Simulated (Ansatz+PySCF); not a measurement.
The numbers below are computed, except where a source is named.
A run of Ansatz (development build ahead of 0.2.0) on doublet C3H5 at this shape:

```xyz
8

H     0.0000   -1.2492   -1.3140
C     0.0000   -0.1667   -1.2452
C     0.0000    0.4797    0.0000
C     0.0000   -0.1667    1.2452
H     0.0000    0.3920    2.1723
H     0.0000    0.3920   -2.1723
H     0.0000    1.5680    0.0000
H     0.0000   -1.2492    1.3140
```

Its results:

| Property | Result |
| --- | --- |
| Converged | yes |
| Reference energy | -116.51085 hartree |
| Correlation energy | -0.45557 hartree |
| Total energy | -116.96642 hartree |
| Spin squared of the determinant | 0.975 |
| Stability test | minimum |
| Occupied orbitals by symmetry in an Abelian subgroup (alpha; beta) | 6 A1 1 A2 1 B1 4 B2; 6 A1 1 B1 4 B2 |

Forces (eV/Å):
| atom | Fx | Fy | Fz |
| --- | --- | --- | --- |
| H1 | 0.000 | 0.185 | 0.087 |
| C2 | 0.000 | 0.468 | 1.153 |
| C3 | 0.000 | -1.025 | 0.000 |
| C4 | 0.000 | 0.468 | -1.153 |
| H5 | 0.000 | -0.032 | -0.207 |
| H6 | 0.000 | -0.032 | 0.207 |
| H7 | 0.000 | -0.216 | 0.000 |
| H8 | 0.000 | 0.185 | -0.087 |

(1) Which input gives this output? Name the method, the orbitals and the basis set, and write the input.

## Answers

(1) UHF-MP2 in cc-pVTZ.

```yaml
crystal:
  periodic: [false, false, false]
  atoms:
    - { symbol: H, position_ang: [0.0, -1.24916, -1.314] }
    - { symbol: C, position_ang: [0.0, -0.16671, -1.24523] }
    - { symbol: C, position_ang: [0.0, 0.47973, 0.0] }
    - { symbol: C, position_ang: [0.0, -0.16671, 1.24523] }
    - { symbol: H, position_ang: [0.0, 0.39201, 2.17232] }
    - { symbol: H, position_ang: [0.0, 0.39201, -2.17232] }
    - { symbol: H, position_ang: [0.0, 1.568, 0.0] }
    - { symbol: H, position_ang: [0.0, -1.24916, 1.314] }
basis:
  gaussian: { orbitals: cc-pVTZ }
magnetization:
  spin_polarized: true
  initial_magnetization: 1
hamiltonian:
  xc: hf
correlation:
  method: mp2
  frozen_orbitals: { C: 1, H: 0 }
output:
  forces: true
```

Caution: the unrestricted determinant is spin contaminated; forces differ strongly between restricted and unrestricted references.
